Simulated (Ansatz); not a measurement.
C₂H₂, singlet: CASSCF and its corrections

Program: Ansatz, Gaussian basis, development build; CASPT2, NEVPT3, NEVPT4(SD) by development code. Basis cc-pVDZ, nonrelativistic, 2 orbitals frozen in the corrections. State-specific CASSCF; RHF is the lowest restricted (open-shell) Hartree–Fock solution met. No symmetry is imposed, so a solution can break that of the shape. No proof that the lowest CASSCF solution was found.

Geometry:

```csv
atom,x (Å),y (Å),z (Å)
C,0.0000,0.0000,0.6081
C,0.0000,0.0000,-0.6081
H,0.0000,0.0000,-1.6740
H,0.0000,0.0000,1.6740
```

**Question.** What do CASSCF and its corrections give against RHF in CAS(4,4), and what are the occupations?

**Answer.** CASSCF -1.908 eV, SC-NEVPT2 -6.951 eV, FIC-NEVPT2 -6.957 eV, NEVPT3 -7.557 eV, NEVPT4(SD) -7.745 eV, CASPT2 (IPEA 0) -7.015 eV; occupations 1.94, 1.94, 0.06, 0.06. The MRCI reference weight is 0.929.

**Question.** How do single-reference totals in the same basis and frozen core stand against SC-NEVPT2 in CAS(4,4)?

**Answer.** CCSD(T) -0.820 eV. Coupled cluster stands on the determinant that it favours, which can lie over the RHF solution above, and is in doubt where the occupations are far from 0, 1 and 2.
